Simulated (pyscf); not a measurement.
Elementary routes open to `[CH3][O]` [doublet] + `[OH]` [doublet] in the gas phase (triplet surface):
A. `[O][OH]` [doublet] + `[CH3]` [doublet] (C–O broken; O–O formed)
B. `[CH3][OH]` + `[O]` [triplet] (C–O broken; C–O formed)

Single points on ωB97X-D3(BJ)/def2-SVP structures (PySCF, gas phase). MP2 and CC: frozen core, UHF for open shells. ΔMP2 is the change of the MP2 total energy from the triple- to the quadruple-zeta basis.

Q: Rank the routes by free-energy barrier at 1200 K, lowest first, for CCSD(T)/def2-TZVPP + ΔMP2(QZVPP) energies (ideal gas, 1 atm, RRHO with modes under 100 cm⁻¹ raised to 100, one conformer, R ln 2 for chiral ones without a mode under 150 cm⁻¹).

A: B (311.6 kJ/mol), A (340.8 kJ/mol)

Route B is the fastest of these, ahead of the next by 29.1 kJ/mol. The most stable products are those of B (ΔG = +17.2 kJ/mol), so kinetics and thermodynamics agree. At 298 K B is still the fastest. A: On the reactant side the descent ends in a complex, 23.6 kJ/mol under the separated species and 226.8 kJ/mol under the saddle at ωB97X-D3(BJ)/def2-TZVP. B: On the reactant side the descent ends in a complex (not fully relaxed), 22.6 kJ/mol under the separated species and 192.7 kJ/mol under the saddle at ωB97X-D3(BJ)/def2-TZVP. Abstraction by the radical was not located in this set and often lies lower. Only these routes are compared; each barrier is that of the saddle found, and lower ones may exist. The CCSD(T) − MP2 part came from Ansatz, without density fitting, on the same reference. An open-shell T1 diagnostic exceeds 0.045. A UHF reference is spin-contaminated (<S²> up to 2.20), which harms MP2 most. Left out: orbital degeneracy and the spin-orbit lowering of OH, O. The orbital near-degeneracy of the XH₃O or XH₃S radical is left out.
